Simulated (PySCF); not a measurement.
Species: CH3CH2CF(CH3)2, C5H11F.
SMILES with atom numbers: `[CH3:1][CH2:2][C:3]([CH3:4])([CH3:5])[F:6]` (hydrogens: H7, H8, H9 on C1; H10, H11 on C2; H12, H13, H14 on C4; H15, H16, H17 on C5)

Geometry (PBE0-D3(BJ)/def2-TZVP, Å), atoms numbered from 1 in this order:
```
atom  x, y, z in Å
C1     1.818   -0.903    0.355
C2     0.733    0.078    0.763
C3    -0.292    0.388   -0.319
C4    -0.992   -0.843   -0.853
C5    -1.281    1.433    0.152
F6     0.408    0.956   -1.399
H7     1.421   -1.908    0.191
H8     2.580   -0.978    1.134
H9     2.309   -0.578   -0.564
H10    1.189    1.028    1.059
H11    0.195   -0.295    1.641
H12   -0.278   -1.537   -1.297
H13   -1.718   -0.560   -1.617
H14   -1.522   -1.359   -0.048
H15   -1.864    1.057    0.994
H16   -0.755    2.336    0.470
H17   -1.967    1.697   -0.655
```

Level: wB97X-D/pcSseg-2 in PySCF, non-relativistic, on one gas-phase PBE0-D3(BJ)/def2-TZVP geometry that isn't relaxed in the solvent. The solvent is an IEF-PCM continuum (cavity from Bondi-type radii × 1.2). The model holds no explicit solvent molecules, cavitation or dispersion.

Gas phase at wB97X-D/pcSseg-2: HOMO -10.78 eV, LUMO 2.22 eV, dipole 1.91 D.

Problem. What does the continuum do to the energy, the frontier levels and the dipole at wB97X-D/pcSseg-2 in chloroform?

Solution. 
```json
{"solvent": "chloroform", "ε": "4.711", "E(solvent) − E(gas) (kJ/mol)": "-9.36", "polarisation term (kJ/mol)": "-10.39", "distortion of the solute (kJ/mol)": "1.03", "HOMO (eV)": "-10.72", "LUMO (eV)": "2.41", "dipole (D)": "2.36"}
```

The polarisation term is half the interaction of the solute with the surface charges that it induces; the rest is the cost of distorting the solute's density. The sum is the electrostatic part of solvation alone.

Problem. Which radius a makes the point-dipole formula ΔE = −[(ε − 1)/(2ε + 1)]·μ²/a³ give the value in chloroform, with the gas-phase dipole?

Solution. μ = 0.751 au and |ΔE| = 0.00356 Eh give a = 2.03 Å; the farthest nucleus lies 2.98 Å from the centroid of the nuclei, so such a sphere wouldn't even hold the nuclei. The formula assumes a rigid point dipole at the centre of a sphere.

Problem. Give the dipole vector in the frame of the coordinates (D, pointing from negative to positive charge), gas and chloroform.

Solution. Gas (-0.89, -0.79, 1.50), solvent (-1.11, -0.96, 1.85). Its length changes by +24 % and its direction by less than 1°.

wB97X-D is run here without its empirical dispersion term; that term would change no orbital, density or response property at a fixed geometry.
